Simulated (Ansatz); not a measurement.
# HB–PH$_{2}$, doublet: reading a ladder of total energies

Geometry: displaced at random from a stationary point.

```xyz
5

B     0.2185    0.1587    1.3181
P    -0.1263   -0.0264   -0.4683
H     0.0642   -0.5774    2.2686
H     0.7989   -1.2294   -0.8775
H     0.6758    0.9141   -1.1392
```

Basis cc-pVDZ; Ansatz 0.2.0. Only valence electrons are correlated (noble-gas cores frozen), which leaves 11 electrons in 41 orbitals. R marks a restricted (for open shells ROHF) determinant, U an unrestricted one.

Full CI isn't at hand for all of this; UCCSDT(Q) serves as the reference, and is uncertain by about the last step of the cluster series.

Runs differ by some tens of microhartree through their thresholds and, for an open shell, their frozen cores, so steps under 0.03 kcal/mol mean nothing.

```
    level  total energy (hartree)
      UHF             -367.079022
     UMP2             -367.266631
    UCCSD             -367.305208
 UCCSD(T)             -367.312373
   UCCSDT             -367.313654
UCCSDT(Q)             -367.314081
```

**Question.** What is the correlation energy at UCCSDT(Q), and what share of it do UMP2 and UCCSD(T) recover?

**Answer.** E(corr) = -367.314081 − (-367.079022) = -0.235059 hartree = -6.396 eV. UMP2: -0.187609 / -0.235059 = 79.81 %. UCCSD(T): -0.233351 / -0.235059 = 99.27 %.

**Question.** By how many kcal/mol does UCCSD(T) miss UCCSDT(Q) (1 hartree = 627.509 kcal/mol), and which steps make up the rest?

**Answer.** -367.312373 − (-367.314081) = 0.001708 hartree = 1.07 kcal/mol. Steps: UCCSDT − UCCSD(T) = -0.80, UCCSDT(Q) − UCCSDT = -0.27 kcal/mol. Differences between like states or geometries often cancel part of this.
